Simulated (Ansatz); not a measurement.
Elements on the sites of an ideal fcc lattice, at a guessed lattice constant:

```xyz
16
Lattice="-3.5837 3.5837 -3.5837 3.5837 3.5837 3.5837 3.5837 -3.5837 -3.5837" Properties=species:S:1:pos:R:3 pbc="T T T"
Co    1.7918    0.0000   -1.7918
Co    0.0000    0.0000    0.0000
Co   -1.7918    3.5837   -1.7918
Ni    1.7918   -1.7918   -3.5837
Ni    3.5837   -1.7918   -1.7918
Ni    0.0000    0.0000   -3.5837
Ni    3.5837    1.7918   -1.7918
Ni    3.5837    0.0000    0.0000
Ni   -1.7918    1.7918   -3.5837
Ni    1.7918    3.5837   -1.7918
Ni    1.7918    1.7918    0.0000
Ni    3.5837    1.7918    1.7918
Ni    1.7918    3.5837    1.7918
Ru    1.7918    1.7918   -3.5837
Os    0.0000    1.7918   -1.7918
Os    0.0000    3.5837    0.0000
```

Cell and atoms were relaxed without symmetry on coarser meshes and computed once more. Method: DFT PBE, scalar-relativistic, plane waves, PAW in Ansatz 0.2.0.

Cutoff 420 eV; k points 7×7×7 on the computed 16-atom cell (Γ-centred); Gaussian smearing, width 0.10 eV; collinear spin from starting moments 1.62 1.52 1.69 0.46 0.33 0.4 0.56 0.43 0.32 0.37 0.51 0.52 0.17 0 0 0 μB.

The relaxation ran on 3×3×3 k points with a smearing of 0.1 eV, from sites shaken by 0.02 Å.

What does the relaxation give?

A volume of 11.51 Å³/atom and no gap on the mesh. It lies 0.06 eV/atom above the elements' standard states (static lattices, no corrections for gases). The atoms leave their sites by 0.03 Å (root mean square) and 0.04 Å at most, and the cell stretches by up to 0.7 % at fixed volume. One magnetic start was tried.

```yaml
crystal:
  lattice:
    - [-3.58440, 3.58521, -3.55787]
    - [3.56162, 3.58915, 3.58459]
    - [3.60651, -3.61192, -3.60670]
  atoms:
    - { symbol: Co, position: [0.24339, 0.24615, 0.49841] }
    - { symbol: Co, position: [0.00236, 0.00101, 0.00403] }
    - { symbol: Co, position: [0.75312, 0.24493, 0.99979] }
    - { symbol: Ni, position: [0.24599, 0.99616, 0.74525] }
    - { symbol: Ni, position: [0.00194, 0.25114, 0.75365] }
    - { symbol: Ni, position: [0.49820, 0.99545, 0.50364] }
    - { symbol: Ni, position: [0.49896, 0.75471, 0.74907] }
    - { symbol: Ni, position: [0.00322, 0.49782, 0.49732] }
    - { symbol: Ni, position: [0.74879, 0.99850, 0.24956] }
    - { symbol: Ni, position: [0.75247, 0.75544, 0.50427] }
    - { symbol: Ni, position: [0.24457, 0.49952, 0.25423] }
    - { symbol: Ni, position: [0.00387, 0.75533, 0.25900] }
    - { symbol: Ni, position: [0.25118, 0.75041, 0.00243] }
    - { symbol: Ru, position: [0.74905, 0.50062, 0.75275] }
    - { symbol: Os, position: [0.49805, 0.24915, 0.25042] }
    - { symbol: Os, position: [0.49977, 0.49866, 0.00082] }
```

The final mesh leaves forces up to 0.05 eV/Å and stresses up to 0.4 GPa: the relaxation ran on a coarser mesh, so the cell's shape, its bonds and its energy belong partly to that mesh.

Spin-orbit coupling is left out, which matters for the bands of heavy elements.

Cost: 2 runs of about 49 core-minutes in all (earlier runs that led there not counted), on Intel Xeon 6975P-C (Granite Rapids) (shared hosts).